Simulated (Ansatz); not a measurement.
Basis sets compared for Li3⁺. Total charge 1; singlet. Geometry r2SCAN/def2-TZVP. Ansatz on 4 threads of Arm Neoverse V2 on a shared host; times are rough, and most runs start from earlier orbitals.

Cartesian coordinates in Å:
```
Li -0.448 -1.478 0.846
Li -0.104 0.075 -1.757
Li 0.552 1.403 0.910
```

The structure comes from a short search, and lower isomers may exist.

```json
{"level": "PBE/def2-SVP", "functions": "27", "energy (Eh)": "-22.2638", "HOMO (eV)": "-7.85", "LUMO (eV)": "-5.74", "wall time": "0.2 s"}
{"level": "PBE0/def2-SVP", "functions": "27", "energy (Eh)": "-22.2798", "HOMO (eV)": "-8.46", "LUMO (eV)": "-5.15", "wall time": "0.2 s"}
```

Problem. Estimate the rows for PBE/def2-TZVP, PBE0/def2-TZVP.

Solution. 
```csv
level,functions,energy (Eh),HOMO (eV),LUMO (eV),wall time
PBE/def2-TZVP,42,-22.2817,-7.99,-5.83,0.15 s
PBE0/def2-TZVP,42,-22.2964,-8.62,-5.27,0.2 s
```
